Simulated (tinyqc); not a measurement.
UHF in the sto-3g basis, for BH, spin multiplicity 3, step by step. This run ends on a higher stationary point, not on the lowest solution. One step of it, computed by the program tinyqc.

Question. Iteration 2: building the Fock matrix. J_ij = sum D_kl (ij|kl) with D = D(alpha) + D(beta), K_ij = sum D_kl (ik|jl) for each spin; F = H + J - K(s); E = tr D H + tr D J / 2 - 0.5 sum_s tr D(s) K(s) + E_nn.

D(alpha) after iteration 1, order 1B 1s, 1B 2s, 1B 2px, 1B 2py, 1B 2pz, 2H 1s:
$$\begin{pmatrix}
1.031541 & -0.105422 & 0.000000 & 0.000000 & -0.069465 & -0.096602 \\
-0.105422 & 0.398100 & 0.000000 & 0.000000 & 0.199244 & 0.245249 \\
0.000000 & 0.000000 & 1.000000 & 0.000000 & 0.000000 & 0.000000 \\
0.000000 & 0.000000 & 0.000000 & 1.000000 & 0.000000 & 0.000000 \\
-0.069465 & 0.199244 & 0.000000 & 0.000000 & 0.099997 & 0.123271 \\
-0.096602 & 0.245249 & 0.000000 & 0.000000 & 0.123271 & 0.152084
\end{pmatrix}$$

D(beta) after iteration 1, order 1B 1s, 1B 2s, 1B 2px, 1B 2py, 1B 2pz, 2H 1s:
$$\begin{pmatrix}
1.020398 & -0.061323 & 0.000000 & 0.000000 & -0.060403 & -0.101072 \\
-0.061323 & 0.226376 & 0.000000 & 0.000000 & 0.154076 & 0.243590 \\
0.000000 & 0.000000 & 0.000000 & 0.000000 & 0.000000 & 0.000000 \\
0.000000 & 0.000000 & 0.000000 & 0.000000 & 0.000000 & 0.000000 \\
-0.060403 & 0.154076 & 0.000000 & 0.000000 & 0.105214 & 0.166445 \\
-0.101072 & 0.243590 & 0.000000 & 0.000000 & 0.166445 & 0.263339
\end{pmatrix}$$

core Hamiltonian H = T + V (hartree), order 1B 1s, 1B 2s, 1B 2px, 1B 2py, 1B 2pz, 2H 1s:
$$\begin{pmatrix}
-12.812430 & -3.319662 & 0.000000 & 0.000000 & -0.022686 & -1.075728 \\
-3.319662 & -3.877152 & 0.000000 & 0.000000 & -0.183499 & -2.006887 \\
0.000000 & 0.000000 & -3.034893 & 0.000000 & 0.000000 & 0.000000 \\
0.000000 & 0.000000 & 0.000000 & -3.034893 & 0.000000 & 0.000000 \\
-0.022686 & -0.183499 & 0.000000 & 0.000000 & -3.177371 & -1.728728 \\
-1.075728 & -2.006887 & 0.000000 & 0.000000 & -1.728728 & -2.867534
\end{pmatrix}$$

Two-electron integrals (ij|kl) in chemists' order, unique and non-zero (hartree):
```
(11|11) 2.923513   (21|11) 0.518376   (21|21) 0.109262   (22|11) 0.744229
(22|21) 0.193177   (22|22) 0.544804   (31|31) 0.020264   (32|31) 0.029996
(32|32) 0.120346   (33|11) 0.742491   (33|21) 0.193240   (33|22) 0.544682
(33|33) 0.586773   (41|41) 0.020264   (42|41) 0.029996   (42|42) 0.120346
(43|43) 0.031630   (44|11) 0.742491   (44|21) 0.193240   (44|22) 0.544682
(44|33) 0.523513   (44|44) 0.586773   (51|51) 0.020264   (52|51) 0.029996
(52|52) 0.120346   (53|53) 0.031630   (54|54) 0.031630   (55|11) 0.742491
(55|21) 0.193240   (55|22) 0.544682   (55|33) 0.523513   (55|44) 0.523513
(55|55) 0.586773   (61|11) 0.166360   (61|21) 0.034875   (61|22) 0.061630
(61|33) 0.061328   (61|44) 0.061328   (61|51) 0.002587   (61|52) 0.004670
(61|55) 0.062270   (61|61) 0.011498   (62|11) 0.336439   (62|21) 0.088319
(62|22) 0.266749   (62|33) 0.259804   (62|44) 0.259804   (62|51) 0.009719
(62|52) 0.054640   (62|55) 0.280408   (62|61) 0.029936   (62|62) 0.168028
(63|31) 0.009675   (63|32) 0.042879   (63|53) 0.010747   (63|63) 0.020710
(64|41) 0.009675   (64|42) 0.042879   (64|54) 0.010747   (64|64) 0.020710
(65|11) 0.291943   (65|21) 0.077772   (65|22) 0.247921   (65|33) 0.234685
(65|44) 0.234685   (65|51) 0.017210   (65|52) 0.090047   (65|55) 0.274139
(65|61) 0.027916   (65|62) 0.183817   (65|65) 0.217685   (66|11) 0.479020
(66|21) 0.128148   (66|22) 0.431699   (66|33) 0.405973   (66|44) 0.405973
(66|51) 0.019096   (66|52) 0.135239   (66|55) 0.482744   (66|61) 0.044624
(66|62) 0.330003   (66|65) 0.395633   (66|66) 0.774606
```

nuclear repulsion = 2.45671871 hartree

Give: Coulomb J; exchange K(alpha); exchange K(beta); F(alpha); F(beta); total energy of this density.

Answer.

Coulomb J (hartree), order 1B 1s, 1B 2s, 1B 2px, 1B 2py, 1B 2pz, 2H 1s:
$$\begin{pmatrix}
8.5594 & 1.7449 & 0.0000 & 0.0000 & 0.0423 & 0.5657 \\
1.7449 & 3.5635 & 0.0000 & 0.0000 & 0.2372 & 1.8368 \\
0.0000 & 0.0000 & 3.5514 & 0.0000 & 0.0000 & 0.0000 \\
0.0000 & 0.0000 & 0.0000 & 3.5514 & 0.0000 & 0.0000 \\
0.0423 & 0.2372 & 0.0000 & 0.0000 & 3.5756 & 1.7719 \\
0.5657 & 1.8368 & 0.0000 & 0.0000 & 1.7719 & 3.0674
\end{pmatrix}$$

exchange K(alpha) (hartree), order 1B 1s, 1B 2s, 1B 2px, 1B 2py, 1B 2pz, 2H 1s:
$$\begin{pmatrix}
2.9798 & 0.5919 & 0.0000 & 0.0000 & -0.0027 & 0.1896 \\
0.5919 & 0.6944 & 0.0000 & 0.0000 & 0.2564 & 0.4970 \\
0.0000 & 0.0000 & 0.7090 & 0.0000 & 0.0000 & 0.0000 \\
0.0000 & 0.0000 & 0.0000 & 0.7090 & 0.0000 & 0.0000 \\
-0.0027 & 0.2564 & 0.0000 & 0.0000 & 0.3260 & 0.3603 \\
0.1896 & 0.4970 & 0.0000 & 0.0000 & 0.3603 & 0.5736
\end{pmatrix}$$

exchange K(beta) (hartree), order 1B 1s, 1B 2s, 1B 2px, 1B 2py, 1B 2pz, 2H 1s:
$$\begin{pmatrix}
2.9337 & 0.5328 & 0.0000 & 0.0000 & -0.0008 & 0.1730 \\
0.5328 & 0.3983 & 0.0000 & 0.0000 & 0.2639 & 0.4080 \\
0.0000 & 0.0000 & 0.0755 & 0.0000 & 0.0000 & 0.0000 \\
0.0000 & 0.0000 & 0.0000 & 0.0755 & 0.0000 & 0.0000 \\
-0.0008 & 0.2639 & 0.0000 & 0.0000 & 0.2950 & 0.3890 \\
0.1730 & 0.4080 & 0.0000 & 0.0000 & 0.3890 & 0.6097
\end{pmatrix}$$

F(alpha) (hartree), order 1B 1s, 1B 2s, 1B 2px, 1B 2py, 1B 2pz, 2H 1s:
$$\begin{pmatrix}
-7.2328 & -2.1667 & 0.0000 & 0.0000 & 0.0223 & -0.6996 \\
-2.1667 & -1.0081 & 0.0000 & 0.0000 & -0.2027 & -0.6671 \\
0.0000 & 0.0000 & -0.1926 & 0.0000 & 0.0000 & 0.0000 \\
0.0000 & 0.0000 & 0.0000 & -0.1926 & 0.0000 & 0.0000 \\
0.0223 & -0.2027 & 0.0000 & 0.0000 & 0.0723 & -0.3172 \\
-0.6996 & -0.6671 & 0.0000 & 0.0000 & -0.3172 & -0.3737
\end{pmatrix}$$

F(beta) (hartree), order 1B 1s, 1B 2s, 1B 2px, 1B 2py, 1B 2pz, 2H 1s:
$$\begin{pmatrix}
-7.1867 & -2.1076 & 0.0000 & 0.0000 & 0.0204 & -0.6830 \\
-2.1076 & -0.7120 & 0.0000 & 0.0000 & -0.2102 & -0.5781 \\
0.0000 & 0.0000 & 0.4409 & 0.0000 & 0.0000 & 0.0000 \\
0.0000 & 0.0000 & 0.0000 & 0.4409 & 0.0000 & 0.0000 \\
0.0204 & -0.2102 & 0.0000 & 0.0000 & 0.1033 & -0.3458 \\
-0.6830 & -0.5781 & 0.0000 & 0.0000 & -0.3458 & -0.4098
\end{pmatrix}$$

total energy of this density = -24.559811 hartree
